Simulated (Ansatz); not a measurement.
# CH5SSi: the cost of one run

Program: Ansatz 0.2.0. Level of theory: RKS PBE0-D4/def2-SVP. These are calculated values, not measurements.

## Step 1: The system as given

Bond lengths: C1–S2 1.844 Å, S2–Si3 2.085 Å, C1–H4 1.084 Å, C1–H5 1.084 Å, C1–H6 1.086 Å, Si3–H7 1.456 Å, Si3–H8 1.457 Å. Angles: C1–S2–Si3 104.6°, S2–C1–H4 110.4°, S2–C1–H5 110.6°, S2–C1–H6 104.5°, H4–C1–H5 111.7°, H4–C1–H6 109.7°, H5–C1–H6 109.7°, S2–Si3–H7 122.7°, S2–Si3–H8 122.6°, H7–Si3–H8 114.7°.

Structure file:

```xyz
8

C    -0.7851    1.0559   -0.4718
S     0.1846    0.6360    1.0397
Si    0.9771   -1.2527    0.6493
H    -1.5991    0.3532   -0.6064
H    -0.1394    1.0931   -1.3411
H    -1.1852    2.0450   -0.2713
H     2.2542   -1.4475   -0.0230
H     0.2928   -2.4830    1.0246
```

## Step 2: End point A

input.yaml reads:

```yaml
crystal:
  periodic: [false, false, false]
  atoms:
    - { symbol: C, position_ang: [-0.78505, 1.05591, -0.4718] }
    - { symbol: S, position_ang: [0.18464, 0.63595, 1.03972] }
    - { symbol: Si, position_ang: [0.97709, -1.2527, 0.64933] }
    - { symbol: H, position_ang: [-1.59906, 0.35322, -0.60638] }
    - { symbol: H, position_ang: [-0.13935, 1.09311, -1.34111] }
    - { symbol: H, position_ang: [-1.18523, 2.04503, -0.27128] }
    - { symbol: H, position_ang: [2.25417, -1.4475, -0.02303] }
    - { symbol: H, position_ang: [0.29279, -2.48301, 1.02455] }
total_charge: 1
basis:
  gaussian: { orbitals: def2-SVP }
hamiltonian:
  xc: pbe0
  dispersion: d4
relax:
  f_tol: 0.02
  max_steps: 50
```

Started as:

```console
ansatz run input.yaml --threads 1 --pin off --max-ram 2048MiB --backend cpu --events-out ev --progress --plain --runs-dir out
```

What time and memory should one allow on 1 thread of Intel Xeon 6975P-C (Granite Rapids), shared host?

About 31 s, with a peak of 0.17 GiB.
